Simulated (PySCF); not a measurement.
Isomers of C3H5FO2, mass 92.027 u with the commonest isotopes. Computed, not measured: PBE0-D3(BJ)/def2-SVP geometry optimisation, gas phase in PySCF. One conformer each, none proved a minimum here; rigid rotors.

Question: Order these by rotational constant B, largest first.
A. `[CH3:1][C@@H:2]([F:3])[O:4][CH:5]=[O:6]` with C1–C2–O4–C5 154°, C2–O4–C5–O6 -3°
B. `[F:1][C@@H:2]1[CH2:3][O:4][CH2:5][O:6]1` with F1–C2–C3–O4 -116°, C2–C3–O4–C5 19°, C3–O4–C5–O6 -35°, O4–C5–O6–C2 38°
C. `[OH:1][CH2:2][C@@H:3]1[O:4][C@@H:5]1[F:6]` with H–O1–C2–C3 59°, O1–C2–C3–O4 -67°

Answer: B (3670 MHz), A (2509 MHz), C (2427 MHz).

Question: Order these by rotational constant A, smallest first.
A. `[OH:1][CH2:2][C@@H:3]1[O:4][C@@H:5]1[F:6]` with H–O1–C2–C3 59°, O1–C2–C3–O4 -67°
B. `[CH3:1][C@@H:2]([F:3])[O:4][CH:5]=[O:6]` with C1–C2–O4–C5 154°, C2–O4–C5–O6 -3°
C. `[F:1][C@@H:2]1[CH2:3][O:4][CH2:5][O:6]1` with F1–C2–C3–O4 -116°, C2–C3–O4–C5 19°, C3–O4–C5–O6 -35°, O4–C5–O6–C2 38°

Answer: C (6685 MHz), B (7118 MHz), A (7793 MHz).

Question: Order these by dipole moment, smallest first.
A. `[CH3:1][C@@H:2]([F:3])[O:4][CH:5]=[O:6]` with C1–C2–O4–C5 154°, C2–O4–C5–O6 -3°
B. `[F:1][C@@H:2]1[CH2:3][O:4][CH2:5][O:6]1` with F1–C2–C3–O4 -116°, C2–C3–O4–C5 19°, C3–O4–C5–O6 -35°, O4–C5–O6–C2 38°
C. `[OH:1][CH2:2][C@@H:3]1[O:4][C@@H:5]1[F:6]` with H–O1–C2–C3 59°, O1–C2–C3–O4 -67°

Answer: B (0.97 D), C (1.67 D), A (2.43 D).

```
            SMILES  point group  Ia (u·Å²)  Ib (u·Å²)  Ic (u·Å²)      κ  μa (D)  μb (D)  μc (D)
     F[C@@H]1COCO1           C1      75.60     137.69     176.78  -0.58    0.39    0.76    0.45
    C[C@@H](F)OC=O           C1      71.00     201.41     233.79  -0.86    1.20    2.11    0.07
OC[C@@H]1O[C@@H]1F           C1      64.85     208.21     234.23  -0.90    0.90    0.29    1.38
```
